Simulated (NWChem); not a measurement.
Everything below was run with NWChem. System: C$_{2}$H$_{6}$O, charge 0, spin multiplicity 1, displaced from the optimised geometry. Level: B3LYP/cc-pVDZ, VWN1-RPA local correlation, spin-restricted.

Output (cleaned and shortened):

```
             Northwest Computational Chemistry Package (NWChem) 7.3.0
             --------------------------------------------------------

                                NWChem Input Module
                                -------------------

 Scaling coordinates for geometry "geometry" by  1.889725989
 (inverse scale =  0.529177249)

                             Geometry "geometry" -> ""
                             -------------------------

 Output coordinates in angstroms (scale by  1.889725989 to convert to a.u.)

  No.       Tag          Charge          X              Y              Z
 ---- ---------------- ---------- -------------- -------------- --------------
    1 C                    6.0000    -1.16107900     0.00000000    -0.18806400
    2 O                    8.0000     0.00000000     0.00000000     0.57779000
    3 C                    6.0000     1.16107900     0.00000000    -0.18806400
    4 H                    1.0000    -1.23304200    -0.89523100    -0.83951400
    5 H                    1.0000    -1.23304200     0.89523100    -0.83951400
    6 H                    1.0000    -2.45165000     0.00000000     0.83841700
    7 H                    1.0000     1.23304200    -0.89523100    -0.83951400
    8 H                    1.0000     2.02146000     0.00000000     0.49625600
    9 H                    1.0000     1.23304200     0.89523100    -0.83951400

 Effective nuclear repulsion energy (a.u.)      82.6619044466

            Nuclear Dipole moment (a.u.)
            ----------------------------
        X                 Y               Z
 ---------------- ---------------- ----------------
    -0.8129412230     0.0000000000     0.6466056518


 Summary of "ao basis" -> "" (spherical)
 ------------------------------------------------------------------------------
       Tag                 Description            Shells   Functions and Types
 ---------------- ------------------------------  ------  ---------------------
 *                          cc-pvdz                   on all atoms

                                 NWChem DFT Module
                                 -----------------

 Summary of "ao basis" -> "ao basis" (spherical)
 ------------------------------------------------------------------------------
       Tag                 Description            Shells   Functions and Types
 ---------------- ------------------------------  ------  ---------------------
 C                          cc-pvdz                  6       14   3s2p1d
 O                          cc-pvdz                  6       14   3s2p1d
 H                          cc-pvdz                  3        5   2s1p

 Summary of "ao basis" -> "ao basis" (spherical)
 ------------------------------------------------------------------------------
       Tag                 Description            Shells   Functions and Types
 ---------------- ------------------------------  ------  ---------------------
 C                          cc-pvdz                  6       14   3s2p1d
 O                          cc-pvdz                  6       14   3s2p1d
 H                          cc-pvdz                  3        5   2s1p

            General Information
            -------------------
          SCF calculation type: DFT
          Wavefunction type:  closed shell.
          No. of atoms     :     9
          No. of electrons :    26
           Alpha electrons :    13
            Beta electrons :    13
          Charge           :     0
          Spin multiplicity:     1
          Use of symmetry is: off; symmetry adaption is: off
          Maximum number of iterations: 100
          AO basis - number of functions:    72
                     number of shells:    36
          Convergence on energy requested:  1.00D-06
          Convergence on density requested:  1.00D-05
          Convergence on gradient requested:  5.00D-04

              XC Information
              --------------
                         B3LYP Method XC Potential
                     Hartree-Fock (Exact) Exchange  0.200
                        Slater Exchange Functional  0.800 local
                    Becke 1988 Exchange Functional  0.720 non-local
              Lee-Yang-Parr Correlation Functional  0.810
[...]
          dE off:    2 iters        100 iters           100 iters

      Screening Tolerance Information
      -------------------------------
          Density screening/tol_rho:  1.00D-10
          AO Gaussian exp screening on grid/accAOfunc:  14
          CD Gaussian exp screening on grid/accCDfunc:  20
          XC Gaussian exp screening on grid/accXCfunc:  20
          Schwarz screening/accCoul:  1.00D-08

      Superposition of Atomic Density Guess
      -------------------------------------

 Sum of atomic energies:        -153.09163733

      Non-variational initial energy
      ------------------------------

 Total energy =    -154.456198
 1-e energy   =    -370.605175
 2-e energy   =     133.487073
 HOMO         =      -0.330522
 LUMO         =       0.023129

------------------------------------------------------------
EAF file 0: "./mol.aoints.0" size=524288 bytes
------------------------------------------------------------
               write      read    awrite     aread      wait
               -----      ----    ------     -----      ----
     calls:        1         0         0         0         0
   data(b): 5.24e+05  0.00e+00  0.00e+00  0.00e+00
   time(s): 0.00e+00  0.00e+00  0.00e+00  0.00e+00  0.00e+00
rate(mb/s): 0.00e+00  0.00e+00
------------------------------------------------------------

   convergence    iter        energy       DeltaE   RMS-Dens  Diis-err    time
 ---------------- ----- ----------------- --------- --------- ---------  ------
 d= 0,ls=0.0,diis     1   -154.9040688800 -2.38D+02  1.11D-02  4.28D-01     1.7
 d= 0,ls=0.0,diis     2   -154.9085308440 -4.46D-03  5.46D-03  4.44D-01     2.1
 d= 0,ls=0.0,diis     3   -154.9507672658 -4.22D-02  1.47D-03  4.11D-02     2.5
 d= 0,ls=0.0,diis     4   -154.9548714061 -4.10D-03  3.55D-04  1.33D-03     3.0
 d= 0,ls=0.0,diis     5   -154.9550090844 -1.38D-04  1.10D-04  1.29D-04     3.4
  Resetting Diis
 d= 0,ls=0.0,diis     6   -154.9550262785 -1.72D-05  1.75D-05  9.53D-07     3.8
 d= 0,ls=0.0,diis     7   -154.9550263831 -1.05D-07  1.77D-05  5.97D-07     4.2
 d= 0,ls=0.0,diis     8   -154.9550262478  1.35D-07  1.09D-05  1.57D-06     4.6
 d= 0,ls=0.0,diis     9   -154.9550264700 -2.22D-07  2.55D-07  5.55D-10     5.0

         Total DFT energy =     -154.955026469961
      One electron energy =     -373.114911035927
           Coulomb energy =      157.054489934912
    Exchange-Corr. energy =      -21.556509815500
 Nuclear repulsion energy =       82.661904446553

 Numeric. integr. density =       26.000010394949

     Total iterative time =      4.6s

                       DFT Final Molecular Orbital Analysis
                       ------------------------------------

 Vector   11  Occ=2.000000D+00  E=-3.475316D-01
              MO Center=  1.9D-01, -4.3D-10,  2.4D-01, r^2= 3.0D+00
   Bfn.  Coefficient  Atom+Function         Bfn.  Coefficient  Atom+Function
  ----- ------------  ---------------      ----- ------------  ---------------
    20      0.334170  2 O  pz                 4     -0.284339  1 C  px
    63     -0.271191  8 H  s                 34     -0.255319  3 C  pz
    23      0.230359  2 O  pz                53      0.163141  6 H  s
    58      0.138623  7 H  s                 64     -0.139007  8 H  s
    68      0.138623  9 H  s                 32     -0.134249  3 C  px

 Vector   12  Occ=2.000000D+00  E=-2.971260D-01
              MO Center= -1.3D+00, -3.3D-10,  3.9D-01, r^2= 2.4D+00
   Bfn.  Coefficient  Atom+Function         Bfn.  Coefficient  Atom+Function
  ----- ------------  ---------------      ----- ------------  ---------------
    53     -0.330233  6 H  s                 20      0.313246  2 O  pz
     6     -0.283331  1 C  pz                54     -0.256057  6 H  s
    23      0.231546  2 O  pz                17      0.174252  2 O  s
     4      0.134453  1 C  px                 7      0.122540  1 C  px
    43      0.121846  4 H  s                 48      0.121846  5 H  s

 Vector   13  Occ=2.000000D+00  E=-2.629683D-01
              MO Center=  4.6D-03,  1.1D-09,  1.2D-01, r^2= 1.8D+00
   Bfn.  Coefficient  Atom+Function         Bfn.  Coefficient  Atom+Function
  ----- ------------  ---------------      ----- ------------  ---------------
    19      0.566908  2 O  py                22      0.413040  2 O  py
    43      0.174165  4 H  s                 48     -0.174165  5 H  s
    58      0.174076  7 H  s                 68     -0.174076  9 H  s
    59      0.158608  7 H  s                 69     -0.158608  9 H  s
    44      0.154005  4 H  s                 49     -0.154005  5 H  s

 Vector   14  Occ=0.000000D+00  E=-1.242105D-02
              MO Center= -1.8D+00,  4.2D-11,  4.1D-01, r^2= 3.0D+00
   Bfn.  Coefficient  Atom+Function         Bfn.  Coefficient  Atom+Function
  ----- ------------  ---------------      ----- ------------  ---------------
    54      0.856001  6 H  s                  3     -0.699547  1 C  s
     7      0.450425  1 C  px                31     -0.367194  3 C  s
     4      0.330667  1 C  px                53      0.306374  6 H  s
     9     -0.263224  1 C  pz                 6     -0.247162  1 C  pz
    64      0.208407  8 H  s                 44      0.188809  4 H  s

 Vector   15  Occ=0.000000D+00  E= 6.606304D-02
              MO Center=  3.7D-01, -1.4D-09, -6.6D-01, r^2= 5.3D+00
   Bfn.  Coefficient  Atom+Function         Bfn.  Coefficient  Atom+Function
  ----- ------------  ---------------      ----- ------------  ---------------
    31      1.400383  3 C  s                 59     -0.842374  7 H  s
    69     -0.842374  9 H  s                  3      0.747074  1 C  s
    44     -0.641443  4 H  s                 49     -0.641443  5 H  s
     9     -0.536205  1 C  pz                64     -0.442999  8 H  s
    37     -0.394250  3 C  pz                54      0.296512  6 H  s

 Vector   16  Occ=0.000000D+00  E= 1.039854D-01
              MO Center=  4.5D-01,  1.0D-09, -3.3D-01, r^2= 6.9D+00
   Bfn.  Coefficient  Atom+Function         Bfn.  Coefficient  Atom+Function
  ----- ------------  ---------------      ----- ------------  ---------------
    31     -1.420791  3 C  s                  3      1.323138  1 C  s
    64      1.256165  8 H  s                 44     -0.959379  4 H  s
    49     -0.959379  5 H  s                  9     -0.406947  1 C  pz
    59      0.377800  7 H  s                 69      0.377800  9 H  s
    35     -0.306498  3 C  px                37     -0.292680  3 C  pz

 center of mass
 --------------
 x =  -0.01779473 y =   0.00000000 z =   0.11036420

 moments of inertia (a.u.)
 ------------------
          46.638917926607           0.000000000000           3.696970477282
           0.000000000000         208.853228134018           0.000000000000
           3.696970477282           0.000000000000         185.289379335658

     Multipole analysis of the density
     ---------------------------------

     L   x y z        total         alpha         beta         nuclear
     -   - - -        -----         -----         ----         -------
     0   0 0 0     -0.000000    -13.000000    -13.000000     26.000000

     1   1 0 0      0.266610      0.539776      0.539776     -0.812941
     1   0 1 0     -0.000000     -0.000000     -0.000000      0.000000
     1   0 0 1     -0.564181     -0.605393     -0.605393      0.646606

     2   2 0 0    -14.114834    -64.829581    -64.829581    115.544328
     2   1 1 0     -0.000000     -0.000000     -0.000000      0.000000
     2   1 0 1      0.356798      2.057392      2.057392     -3.757986
     2   0 2 0    -15.278634    -13.363294    -13.363294     11.447954
     2   0 1 1      0.000000      0.000000      0.000000      0.000000
     2   0 0 2    -15.655745    -20.082864    -20.082864     24.509983

 Task  times  cpu:        5.0s     wall:        5.0s

 Total times  cpu:        5.0s     wall:        5.0s
```

Write an NWChem input that would produce this output.

This is not unique; one that fits is 
```
start mol
memory heap 200 mb stack 900 mb global 1100 mb
geometry units angstroms nocenter noautoz noautosym
  C     -1.161079     0.000000    -0.188064
  O      0.000000     0.000000     0.577790
  C      1.161079     0.000000    -0.188064
  H     -1.233042    -0.895231    -0.839514
  H     -1.233042     0.895231    -0.839514
  H     -2.451650     0.000000     0.838417
  H      1.233042    -0.895231    -0.839514
  H      2.021460     0.000000     0.496256
  H      1.233042     0.895231    -0.839514
end
basis spherical
  * library cc-pvdz
end
dft
  xc b3lyp
  semidirect memsize 60000000 filesize 0
  iterations 100
end
task dft energy
```
